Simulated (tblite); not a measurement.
`[CH+]=[C]C/C=C\Cl` [radical] (charge +1 and doublet state). The geometry is computed with GFN2-xTB (gas phase). This method treats the open shell by occupation alone, without spin polarisation.

```
atom  x, y, z in Å
C1     2.7107   -0.7124   -0.0637
C2     1.6268   -0.1810   -0.0278
C3     0.3465    0.4579    0.0129
C4    -0.7910   -0.3556   -0.4347
C5    -2.0814    0.0740   -0.4701
Cl6   -2.5807    1.6102   -0.0023
H7     3.6618   -1.1661   -0.0903
H8     0.1691    0.8347    1.0355
H9     0.4010    1.3945   -0.5693
H10   -0.5886   -1.3686   -0.7609
H11   -2.8689   -0.5851   -0.8170
```

Question: What is the longest distance between nuclei?

Answer: Cl6···H7, 6.83 Å; the next longest distance is 6.60 Å.

Question: Work out the bond lengths C2–C3, C4=C5, C4–H10, C5–H11 in pm.

Answer: For C2–C3 the difference vector is (-1.2803, 0.6389, 0.0407) Å, of length 1.4314 Å. C2–C3 143.1; C4=C5 136.0; C4–H10 108.3; C5–H11 108.4 pm.

Question: How far apart are these pairs, which share no bond: C2···H8, C2···H11, C5···H9, Cl6···H11?

Answer: C2···H8 2.071 Å (2 bonds apart); C2···H11 4.582 Å (4 bonds apart); C5···H9 2.814 Å (3 bonds apart); Cl6···H11 2.359 Å (2 bonds apart).

Question: What is the repulsion energy of the bare nuclei, Σ ZA·ZB/RAB?

Answer: 235.78 Eh over 55 pairs, with full nuclear charges and distances in bohr; the largest single term is 32.10 Eh (C5 with Cl6).

Question: How far are the heavy atoms from their best plane (unweighted least squares)?

Answer: 0.001 Å rms; none is more than 0.002 Å off.

Question: Give the dihedral angles H8–C3–C4–H10, C2–C3–C4–C5, H8–C3–C4–C5.

Answer: H8–C3–C4–H10 -124° (anticlinal); C2–C3–C4–C5 180° (antiperiplanar); H8–C3–C4–C5 56° (synclinal). Dihedral signs follow IUPAC: positive where, seen along the central bond, the front bond turns clockwise onto the rear one.

Question: Where is the centre of mass (commonest isotopes), and what is the radius of gyration?

Answer: Mass 100.008 u; centre at (-0.677, 0.468, -0.131) Å; Rg = √(Σ m r²/M) = 2.195 Å. As Ia + Ib + Ic = 2 Σ m r², the three principal moments sum to 963.6 u·Å².

Question: Write the matrix of distances between heavy atoms (Å, lower triangle).

Answer: 
```
C1    0.000
C2    1.208  0.000
C3    2.639  1.431  0.000
C4    3.539  2.458  1.468  0.000
C5    4.873  3.743  2.505  1.360  0.000
Cl6   5.779  4.573  3.146  2.693  1.682  0.000
```

The point group is Cs within 0.08 Å; differences among equivalent distances and angles are scatter left by the optimiser. Its GFN2-xTB frequencies are all real (lowest 36 cm⁻¹). 3 starts were optimised and ended at 0.00, 0.00 and 3.84 kcal/mol (GFN2-xTB); the lowest of these is shown.

On an Arm Neoverse V1 with one thread, no GPU, shared host with 32 logical CPUs at a one-minute load of 8.5, this took 0.39 s of wall time. These figures are those of the optimisation.

One conformer stands for the species.
